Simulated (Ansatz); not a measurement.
Below is the output of a Python script on the Python package of Ansatz (0.2.0) that makes a single point in a Gaussian basis of C₅H₇F, SMILES C#CCCCF. Write a script that gives it. Settings: PBE, 6-31G basis, multiplicity 1.

```xyz
13

C     2.9800    0.3580   -0.3406
C     1.8598   -0.0700   -0.2775
C     0.4892   -0.5984   -0.2019
C    -0.4990    0.4980    0.1888
C    -1.9061   -0.0533    0.3203
F    -2.3025   -0.5572   -0.8781
H     3.9745    0.7368   -0.3992
H     0.2090   -1.0284   -1.1705
H     0.4541   -1.4112    0.5329
H    -0.4898    1.2849   -0.5754
H    -0.1994    0.9603    1.1371
H    -1.9608   -0.8552    1.0624
H    -2.6091    0.7358    0.6017
```

```console
$ python c5h7f_energy.py
crystal:
  periodic: [false, false, false]
  atoms:
    - { symbol: C, position_ang: [2.98, 0.358, -0.3406] }
    - { symbol: C, position_ang: [1.8598, -0.07, -0.2775] }
    - { symbol: C, position_ang: [0.4892, -0.5984, -0.2019] }
    - { symbol: C, position_ang: [-0.499, 0.498, 0.1888] }
    - { symbol: C, position_ang: [-1.9061, -0.0533, 0.3203] }
    - { symbol: F, position_ang: [-2.3025, -0.5572, -0.8781] }
    - { symbol: H, position_ang: [3.9745, 0.7368, -0.3992] }
    - { symbol: H, position_ang: [0.209, -1.0284, -1.1705] }
    - { symbol: H, position_ang: [0.4541, -1.4112, 0.5329] }
    - { symbol: H, position_ang: [-0.4898, 1.2849, -0.5754] }
    - { symbol: H, position_ang: [-0.1994, 0.9603, 1.1371] }
    - { symbol: H, position_ang: [-1.9608, -0.8552, 1.0624] }
    - { symbol: H, position_ang: [-2.6091, 0.7358, 0.6017] }
basis:
  gaussian:
    orbitals: "6-31G"
hamiltonian:
  xc: pbe
scf:
  lower_state_search: "off"

calc: pass   1  E = -7994.525090 eV  gradient 5.4e+01
calc: pass   2  E = -7991.114430 eV  gradient 6.5e+01
calc: pass   3  E = -8002.073459 eV  gradient 8.3e+00
calc: pass   4  E = -8002.137019 eV  gradient 7.0e+00
calc: pass   5  E = -8002.242229 eV  gradient 2.2e+00
calc: pass   6  E = -8002.254128 eV  gradient 2.2e-01
calc: pass   7  E = -8002.254046 eV  gradient 2.2e-01
calc: pass   8  E = -8002.225968 eV  gradient 2.5e-01
calc: pass   9  E = -8002.226114 eV  gradient 1.2e-01
calc: pass  10  E = -8002.226133 eV  gradient 6.0e-02
calc: pass  11  E = -8002.226138 eV  gradient 9.7e-03
calc: pass  12  E = -8002.226138 eV  gradient 2.0e-03
calc: pass  13  E = -8002.226138 eV  gradient 2.2e-03
calc: pass  14  E = -8002.226138 eV  gradient 2.0e-04
calc: pass  15  E = -8002.226138 eV  gradient 1.2e-04
calc: pass  16  E = -8002.226138 eV  gradient 3.9e-05
calc: pass  17  E = -8002.226138 eV  gradient 2.5e-06
calc: pass  18  E = -8002.226138 eV  gradient 1.3e-05
calc: pass  19  E = -8002.226138 eV  gradient 4.1e-06
calc: pass  20  E = -8002.226138 eV  gradient 4.2e-06
calc: E = -8002.226162 eV = -294.0763874 Ha
converged: True  doubts: none
<S^2> = 0.0  all-electron relativity setting: none
passes: {'evaluations': 17, 'products': 0}
occupied orbitals by irrep: [{'A': 23}, {'A': 23}]
```

The script that was run (others could print the same):

`c5h7f_energy.py`
```python
"""Electronic structure of the C5H7F molecule."""

import json
import logging
import sys

import ansatz as az

logging.basicConfig(stream=sys.stdout, format="%(name)s: %(message)s")
log = logging.getLogger("calc")
log.setLevel(logging.INFO)

molecule = (
    az.Crystal.molecule()
    .atom("C", (2.98, 0.358, -0.3406))
    .atom("C", (1.8598, -0.07, -0.2775))
    .atom("C", (0.4892, -0.5984, -0.2019))
    .atom("C", (-0.499, 0.498, 0.1888))
    .atom("C", (-1.9061, -0.0533, 0.3203))
    .atom("F", (-2.3025, -0.5572, -0.8781))
    .atom("H", (3.9745, 0.7368, -0.3992))
    .atom("H", (0.209, -1.0284, -1.1705))
    .atom("H", (0.4541, -1.4112, 0.5329))
    .atom("H", (-0.4898, 1.2849, -0.5754))
    .atom("H", (-0.1994, 0.9603, 1.1371))
    .atom("H", (-1.9608, -0.8552, 1.0624))
    .atom("H", (-2.6091, 0.7358, 0.6017))
)

base = molecule.calculation().basis(gaussian="6-31G").functional("pbe").scf(lower_state_search="off")
print(base.to_yaml())
trace = []
result = base.session().plan().execute(on_event=trace.append)
summary = result.report
for event in trace:
    if event["event"] == "mean_field_evaluation" and event["data"]["evaluation"] <= 25:
        log.info("pass {evaluation:3d}  E = {energy_ev:.6f} eV  gradient {gradient_ev:.1e}".format(**event["data"]))

log.info(f"E = {summary['free_energy_ev']:.6f} eV = {summary['free_energy_ev'] / 27.211386246:.7f} Ha")
print("converged:", summary["converged"], " doubts:", summary["published_state_doubts"] or "none")

field = summary["mean_field"]
print("<S^2> =", round(abs(field["state"]["spin_squared"]), 4), " all-electron relativity setting:", field["relativity"])
print("passes:", field["passes"])
if "symmetry" in field:
    print("occupied orbitals by irrep:", field["symmetry"]["occupied"])
with open("c5h7f.json", "w") as handle:
    json.dump({k: summary[k] for k in ("free_energy_ev", "reference_energy_ev", "n_occupied", "n_virtual")}, handle, indent=1)
```

Notes:
- These settings explore the input space; basis and method may be short of convergence.
- The geometry is a force-field or estimated start, not a minimum of this method, and the basis set is short of its limit.
- Early passes use coarser integrals and grids, so their energies can't be compared with the last.
- Finished in 2.1 s on 1 thread of Arm Neoverse V1, on a shared host, peak memory 0.16 GiB.
